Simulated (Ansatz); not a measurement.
Relaxed structures of CH5AlN, doublet (PBE0-D4/def2-TZVP; forces vanish, vibrations not checked; lower isomers may exist, and structures with a doubtful reference or unclear bonds are left out; Å). Program: Ansatz 0.2.0. Basis: def2-TZVPP. Cores are frozen in the correlated methods; orbitals are unrestricted.

(1) Rank them by CCSD(T) energy, lowest first, and give each one's height above the lowest. Links in brackets join atoms within 1.22 times the sum of their covalent radii (1.1 for two metals). (An estimate is asked for; the value comes from the calculation.)
A.
CH₅AlN ([CH2]1[NH][AlH2]1)
```
8
angstrom
C -0.6994 0.5666 -0.5385
N -0.0653 0.7806 0.6709
Al 0.8427 -0.7833 0.1858
H -1.7808 0.5210 -0.6148
H -0.1600 0.8738 -1.4337
H -0.7108 0.7372 1.4510
H 2.1201 -0.6179 -0.7281
H 0.4536 -2.0781 1.0074
```
B.
CH₅AlN ([CH2][AlH][NH2])
```
8
angstrom
C -1.0270 0.9346 -0.9500
N 1.0915 -0.9129 0.5387
Al -0.3345 0.1290 0.6524
H -1.8991 1.5861 -0.9720
H -0.6009 0.7992 -1.9432
H -0.9786 0.3504 2.0822
H 1.5893 -1.1311 -0.3090
H 1.5224 -1.3756 1.3225
```
C.
CH₅AlN ([CH2]1[NH2][AlH]1)
```
8
angstrom
C -0.6169 0.4547 -0.6131
N -0.0372 0.7900 0.7482
Al 0.6726 -0.9236 -0.0688
H -1.6924 0.3128 -0.5482
H -0.3817 1.2299 -1.3391
H -0.7248 0.8373 1.4866
H 2.2033 -0.6228 -0.4453
H 0.5165 1.6353 0.7584
```
D.
CH₅AlN ([CH]1[NH2][AlH2]1)
```
8
angstrom
C -0.1376 0.6763 0.8356
N -0.6236 0.3486 -0.5266
Al 0.8622 -0.8307 0.2177
H -1.5973 0.0627 -0.5707
H -0.4662 1.0762 -1.2177
H -0.6025 1.5145 1.3448
H 2.2349 -0.5776 -0.5394
H 0.3308 -2.2889 0.5537
```

T1 diagnostic: at most 0.016. ⟨S²⟩ of the unrestricted Hartree–Fock references: 0.75 to 0.77 (a pure state has 0.75).

## Answers

(1) Computed: B (0.000 eV), A (0.829 eV), C (0.973 eV), D (1.717 eV). Heights count from the lowest.

For scale, one of the runs: CCSD(T)/def2-TZVPP, 174 basis functions, launched by `ansatz run in.yaml --threads 2 --pin off --events-out ev --progress --plain --max-ram 4352MiB`. Hardware: 2 CPU threads of an Arm Neoverse V1, shared host. Wall time 2.1 min; peak host memory 3.6 GiB.
